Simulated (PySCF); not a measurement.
Simulated Si 2p region for `C[SiH2]O`, binding energy against the vacuum level.

Every computed line was given a Gaussian of 1.0 eV full width at half maximum and an area set by the number of equivalent atoms (split 2:1 within a doublet); the highest printed point is 100. Computed with delta-SCF UKS SCAN, pcX-2 on the ionised atom, pcseg-1 elsewhere, spin-free X2C (PySCF).

(binding energy (eV), intensity): (105.8, 0), (105.9, 1), (106.0, 1), (106.1, 2), (106.2, 4), (106.3, 7), (106.4, 12), (106.5, 18), (106.6, 27), (106.7, 38), (106.8, 50), (106.9, 63), (107.0, 76), (107.1, 87), (107.2, 95), (107.3, 99), (107.4, 100), (107.5, 97), (107.6, 92), (107.7, 85), (107.8, 76), (107.9, 66), (108.0, 56), (108.1, 46), (108.2, 37), (108.3, 28), (108.4, 21), (108.5, 15), (108.6, 10), (108.7, 6), (108.8, 4), (108.9, 2), (109.0, 1), (109.1, 1), (109.2, 0), (109.3, 0)

Problem. How many maxima does the curve show, and how many computed lines lie under it?

Solution. The curve has 1 maximum (at 107.4 eV). Under it lie 2 lines from 1 inequivalent silicon site, drawn as a 2p3/2, 2p1/2 pair. At this width some lines have no maximum of their own.

Problem. Decompose the envelope and assign each component. Numbering: `[CH3:1][SiH2:2][OH:3]`.

Solution. 
```
position (eV)  relative area      line  atoms           environment
       107.24           0.67  Si 2p3/2    Si2  oxygen-bound silicon
       107.86           0.33  Si 2p1/2    Si2  oxygen-bound silicon
```

Problem. What are the centre and the root-mean-square width of the whole band?

Solution. The area-weighted mean of the lines is 107.45 eV. Their own spread about it is 0.29 eV (rms) and each Gaussian has σ = 1.0/2.355 = 0.42 eV; the variances add, which gives 0.52 eV.

No satellites, vibrations or lifetime broadening are included. Spin–orbit and ligand-field terms were added within each 2p shell after the spin-free SCF. 2p1/2 minus 2p3/2 (ligand field included): Si 0.62 eV. The structure is a single PBE0-D3(BJ)/def2-SVP conformer in the gas phase; no vibrational or solvent corrections.

Time: 13 s of wall time. Hardware: an Arm Neoverse V1 with one thread, on a shared host.

Shape of the structure used: `[CH3:1][SiH2:2][OH:3]`: H–O3–Si2–C1 67°.
